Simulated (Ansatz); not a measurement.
One change: `FCOCCCl` becomes `NCOCF`.

Ansatz, PBE0-D4/def2-TZVP geometries, multiplicity 1. Each molecule was computed in one conformer, which needn't be the lowest.

```csv
property,`FCOCCCl`
LUMO energy (ωB97M-V/def2-TZVPP) / eV,2.60
HOMO energy (ωB97M-V/def2-TZVPP) / eV,-10.78
HOMO–LUMO gap (ωB97M-V/def2-TZVPP) / eV,13.38
HOMO–LUMO gap (PBE0/def2-TZVPP) / eV,9.24
HOMO–LUMO gap (B3LYP/def2-TZVPP) / eV,8.67
LUMO energy (PBE/def2-TZVPP) / eV,-0.31
```

Give the same properties after the change, and the shifts. (An estimate is asked.)

Computed: 
| property | `NCOCF` | shift |
| --- | --- | --- |
| LUMO energy (ωB97M-V/def2-TZVPP) / eV | 2.58 | -0.02 |
| HOMO energy (ωB97M-V/def2-TZVPP) / eV | -10.18 | 0.60 |
| HOMO–LUMO gap (ωB97M-V/def2-TZVPP) / eV | 12.76 | -0.62 |
| HOMO–LUMO gap (PBE0/def2-TZVPP) / eV | 8.95 | -0.29 |
| HOMO–LUMO gap (B3LYP/def2-TZVPP) / eV | 8.32 | -0.35 |
| LUMO energy (PBE/def2-TZVPP) / eV | 0.36 | 0.67 |

With PBE0 the HOMO rises by 0.70 eV and the LUMO rises by 0.41 eV, so the gap narrows by about 0.29 eV. PBE moves the HOMO by 0.72 eV and ωB97M-V by 0.60 eV.

B3LYP here is the variant with VWN-RPA as its local correlation; programs differ in this.
